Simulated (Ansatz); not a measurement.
**Worked example: correlation energy of Ge–NH₂, doublet**

Geometry: displaced at random from a stationary point.

| atom | x (Å) | y (Å) | z (Å) |
| --- | --- | --- | --- |
| Ge | 0.0002 | 0.0023 | 0.3437 |
| N | -0.0006 | -0.0139 | -1.4838 |
| H | 0.0474 | 0.8816 | -2.0917 |
| H | -0.0554 | -0.8535 | -2.0619 |

Basis cc-pVDZ; Ansatz 0.2.0. Correlated methods freeze the noble-gas cores and the filled d shells of p-block atoms, which leaves 11 electrons in 36 orbitals. R marks a restricted (for open shells ROHF) determinant, U an unrestricted one. No spin–orbit coupling is included, and no scalar relativity.

Full CI isn't at hand for all of this; UCCSDT(Q) serves as the reference, and is uncertain by about the last step of the cluster series.

Runs differ by some tens of microhartree through their thresholds and, for an open shell, their frozen cores, so steps under 0.03 kcal/mol mean nothing.

```csv
level,total energy (hartree)
UHF,-2130.932959
UMP2,-2131.171547
UCCSD,-2131.194411
UCCSD(T),-2131.202509
UCCSDT,-2131.203227
UCCSDT(Q),-2131.204073
```

Question: What is the correlation energy at UCCSDT(Q), and what share of it do UMP2 and UCCSD(T) recover?

Answer: E(corr) = -2131.204073 − (-2130.932959) = -0.271114 hartree = -7.377 eV. UMP2: -0.238588 / -0.271114 = 88.00 %. UCCSD(T): -0.269550 / -0.271114 = 99.42 %.

Question: By how many kcal/mol does UCCSD(T) miss UCCSDT(Q) (1 hartree = 627.509 kcal/mol), and which steps make up the rest?

Answer: -2131.202509 − (-2131.204073) = 0.001564 hartree = 0.98 kcal/mol. Steps: UCCSDT − UCCSD(T) = -0.45, UCCSDT(Q) − UCCSDT = -0.53 kcal/mol. Differences between like states or geometries often cancel part of this.
